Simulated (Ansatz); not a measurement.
Reaction: C2H3ClSi (chloro(ethynyl)silane, SMILES C#C[SiH2]Cl) → SiH2Cl (SMILES [SiH2]Cl, doublet) + C2H (SMILES [C]#C, doublet) (the C-Si bond breaks)
Each species at its own B3LYP-D3(BJ)/def2-TZVP minimum (Ansatz, a quantum-chemistry and plane-wave program).

Quantity: bond dissociation energy (electronic), in kcal/mol. Radicals and triplets start from unrestricted determinants; spin-orbit coupling is neglected. CBS(X,Y): correlation extrapolated as X^-3, Hartree-Fock from the larger set. A bracket is a step between two methods taken in the basis named. The functionals are non-relativistic, so their misses hold any scalar relativity. Double hybrids freeze cores in their MP2 part. '+ core + X2C': CCSD(T) terms for core correlation (cc-pwCVTZ, 1s frozen past Ne) and scalar relativity (cc-pVTZ-DK). The UHF reference of C2H ([C]#C, doublet) is spin-contaminated (<S^2> up to 0.36 over the pure value in the sets run).

CCSD(T)/CBS(cc-pV(T+d)Z,cc-pV(Q+d)Z) + [CCSDT(Q) - CCSD(T)]/cc-pV(D+d)Z + core + X2C (Ansatz) gives 131.7 kcal/mol.

Q: How far off this value is PBE/def2-TZVPD (Ansatz), in which direction, and how far these levels: B3LYP/def2-TZVPD, PBE0/def2-TZVPD, wB97M-V/def2-TZVPD, B2PLYP/def2-TZVPD, CCSD(T)/CBS(cc-pV(T+d)Z,cc-pV(Q+d)Z) + core + X2C?

A: PBE gives 127.0 kcal/mol, 4.7 kcal/mol below it. Differences of the others: B3LYP/def2-TZVPD (Ansatz) -4.7; PBE0/def2-TZVPD (Ansatz) -4.0; wB97M-V/def2-TZVPD (Ansatz) 2.8; B2PLYP/def2-TZVPD (Ansatz) -1.1; CCSD(T)/CBS(cc-pV(T+d)Z,cc-pV(Q+d)Z) + core + X2C (Ansatz) 0.8 kcal/mol.
